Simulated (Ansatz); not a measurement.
InH4⁻, singlet in def2-TZVPD: errors against RCCSDT(Q)

Geometry: displaced at random from a stationary point.

```xyz
5

In    0.0031    0.0016    0.0004
H     0.8690    1.0408    1.0428
H    -1.1159   -1.0532    1.0346
H    -1.0328    0.9531   -1.0088
H     0.9257   -1.1276   -1.1117
```

Basis def2-TZVPD with its core potentials; Ansatz 0.2.0. Correlated methods freeze the noble-gas cores and the filled d shells of p-block atoms, which leaves 8 electrons in 83 orbitals. Prefix R: restricted or restricted open-shell reference. Active spaces: valence = (8e, 8o) chosen from the atoms' valence shells. No spin–orbit coupling is included; scalar relativity enters through the core potentials alone.

Full CI isn't at hand for all of this; RCCSDT(Q) serves as the reference, and is uncertain by the last step of the cluster series or more.

```
UHF ⟨S²⟩                          : 0.000
T1 diagnostic (RCCSD)             : 0.0117
largest doubles amplitude (RCCSD) : 0.026
```

| level | E − E(RCCSDT(Q)) (meV) | share of correlation (%) | wall time |
| --- | --- | --- | --- |
| RHF | 3937 | 0.00 | – |
| RMP2 | 906 | 76.98 | – |
| RCCSD | 91 | 97.68 | – |
| RCCSD(T) | 20 | 99.49 | 5.5 s |
| BCCD(T) | 19 | 99.51 | 2.6 s |
| RCCSDT | 2 | 99.95 | – |
| CASSCF (valence space) | 2370 | 39.81 | – |
| NEVPT2 (valence space) | 789 | 79.95 | 4.9 s |

The correlation energy at RCCSDT(Q), counted from RHF, is -3.937 eV. That run took 69 s on 1 thread of Intel Xeon 6975P-C, shared host.

Times hold each run's SCF and search for its determinant on a shared host, so for small cases they say little of a method's own cost; they ran on 1 thread of Intel Xeon 6975P-C. Some runs computed forces too.

Natural occupations of CASSCF (valence space) about the gap: 1.984 1.972 1.970 1.968 0.039 0.025 0.022 0.020; effectively unpaired electrons, Σ n²(2−n)², 0.02.
